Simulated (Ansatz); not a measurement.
The input, for Ansatz 0.2.0:

```yaml
crystal:
  periodic: [false, false, false]
  atoms:
    - {symbol: Li, position_ang: [0.000000, -0.242742, 3.864205]}
    - {symbol: Mg, position_ang: [0.000000, -0.006191, -1.164332]}
    - {symbol: H, position_ang: [0.000000, 1.820875, 1.465991]}
basis:
  gaussian: {orbitals: cc-pVTZ}
magnetization: {spin_polarized: false, initial_magnetization: 2}
correlation: {method: ccsdt_q, electrons: outside_noble_gas}
```

```sh
$ ansatz run in.yaml --threads 1 --pin off --events-out ev --progress --plain --max-ram 2393MiB
```

The program prints:

```
875 factors; integrals over basis functions are off by at most 2.2e-7 eV
mean field evaluation 1: about -5646.3370 eV, gradient 3.8e0 eV
mean field evaluation 2: about -5646.3400 eV, gradient 3.8e0 eV
mean field evaluation 4: about -5647.0117 eV, gradient 2.4e0 eV
mean field evaluation 8: about -5647.4639 eV, gradient 5.5e-1 eV
mean field evaluation 16: about -5647.4701 eV, gradient 2.0e-6 eV
mean field evaluation 32: about -5646.4723 eV, gradient 3.3e-1 eV
mean field evaluation 64: about -5647.4701 eV, gradient 1.2e-2 eV
mean field evaluation 96: about -5647.4684 eV, gradient 4.7e-1 eV
mean field evaluation 128: about -5646.4037 eV, gradient 8.1e-1 eV
mean field evaluation 160: about -5646.8173 eV, gradient 2.2e0 eV
...
mean field -5647.47006001 eV, -207.5406967125 hartree, gradient 5.8e-6 eV, S^2 2.000000; 7 other end points of the search recorded, 0 dependent functions left out
...
determinant -5647.47006001 eV, -207.5406967125 hartree, with singles and doubles -5648.55083428 eV, -207.5804144346 hartree
determinant -5645.60434548 eV, -207.4721329682 hartree, with singles and doubles -5646.99356259 eV, -207.5231857556 hartree
determinant -5644.99040000 eV, -207.4495708880 hartree, with singles and doubles -5646.91930052 eV, -207.5204566748 hartree
determinant -5644.27569612 eV, -207.4233060051 hartree, with singles and doubles -5644.38214135 eV, -207.4272177948 hartree
determinant -5647.47006001 eV, -207.5406967125 hartree, with singles and doubles -5648.53446058 eV, -207.5798127122 hartree
determinant -5645.60434548 eV, -207.4721329682 hartree, with singles and doubles -5646.96557720 eV, -207.5221573113 hartree
determinant -5644.99040000 eV, -207.4495708880 hartree, with singles and doubles -5646.85745237 eV, -207.5181837972 hartree
determinant -5644.27569612 eV, -207.4233060051 hartree, with singles and doubles -5644.27569612 eV, -207.4233060051 hartree
6 core orbitals not correlated: weight in the atoms' cores, before any rotation towards them, 1.000 or more for the frozen orbitals, at most 0.000 for the correlated occupied ones
reference -5647.47006001 eV, -207.5406967125 hartree; 3, 1 occupied and 69, 71 virtual orbitals, 875 factors
second order -0.71311907 eV of doubles, -0.01151407 eV of singles
...
cycle  17  -1.09252218 eV  change   -2.6e-5 eV  update   2.5e-5
cycle  18  -1.09252757 eV  change   -5.4e-6 eV  update   1.8e-5
cycle  19  -1.09252660 eV  change    9.6e-7 eV  update   1.3e-5
cycle  20  -1.09251694 eV  change    9.7e-6 eV  update   9.1e-6
cycle  21  -1.09251441 eV  change    2.5e-6 eV  update   5.2e-6
cycle  22  -1.09251402 eV  change    3.9e-7 eV  update   3.2e-6
cycle  23  -1.09251475 eV  change   -7.3e-7 eV  update   1.8e-6
cycle  24  -1.09251527 eV  change   -5.2e-7 eV  update   8.8e-7
cycle  25  -1.09251505 eV  change    2.2e-7 eV  update   5.1e-7
cycle  26  -1.09251494 eV  change    1.1e-7 eV  update   3.6e-7
perturbative correction -0.00020980 eV, -0.0000077099 hartree
Total energy: -5648.56278474 eV, -207.5808536057 hartree
```

The T1 diagnostic is 0.064.

For the same geometry and basis full CI lies 0.1 meV lower.

Ran on 1 thread of Arm Neoverse V2, shared host: 59 s wall, 0.62 GiB peak host memory.
